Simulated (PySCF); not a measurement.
Compound: 1-phenylethanol, C8H10O.
Z-matrix (Å and degrees, PBE0-D3(BJ)/def2-SVP geometry), rows numbered from 1:
```
C 
C   1  1.5226
O   2  1.4082  1  110.79
C   2  1.5214  1  113.81  3   126.88
C   4  1.4001  2  122.24  1    34.48
C   5  1.3936  4  120.83  2   178.87
C   6  1.3937  5  120.28  4     0.19
C   7  1.3935  6  119.42  5    -0.25
C   8  1.3933  7  120.20  6     0.02
H   1  1.1025  2  110.80  3   -69.36
H   1  1.0992  2  109.14  3    50.22
H   1  1.0993  2  112.36  3   169.94
H   2  1.1051  1  108.15  3  -113.75
H   3  0.9650  2  107.34  1    65.44
H   5  1.0920  4  120.16  2    -0.94
H   6  1.0929  5  119.65  4   179.99
H   7  1.0926  6  120.25  5   179.78
H   8  1.0930  7  120.08  6  -179.81
H   9  1.0918  4  118.59  2     0.65
```

The closed-shell ground state was solved at several levels (PySCF, density fitting, gas phase, non-relativistic).

| level | basis functions | HOMO (eV) | LUMO (eV) | gap (eV) | dipole (D) |
| --- | --- | --- | --- | --- | --- |
| CAM-B3LYP/def2-SVPD | 263 | -8.35 | 0.65 | 9.00 | 1.49 |
| wB97X-D/pcSseg-1 | 203 | -8.89 | 1.43 | 10.32 | 1.47 |

Problem. Estimate the row for PBE0/pcSseg-1, a basis of 203 functions; the other rows only guide the guess.

Solution. HOMO -7.13 eV, LUMO -0.30 eV, gap 6.83 eV, dipole 1.43 D.

Problem. Over all these levels, which gives the widest orbital gap and which the narrowest?

Solution. wB97X-D/pcSseg-1 (range-separated hybrid) has the widest, 10.32 eV, and PBE0/pcSseg-1 (global hybrid, 25 % exact exchange) the narrowest, 6.83 eV. The two share the basis. From the narrowest to the widest the HOMO moves by -1.76 eV and the LUMO by +1.73 eV.

Problem. How far do the dipole and the HOMO energy spread over the levels?

Solution. The dipole runs from 1.43 to 1.49 D (mean 1.46 D) and the HOMO from -8.89 to -7.13 eV.

One conformer stands for the species.
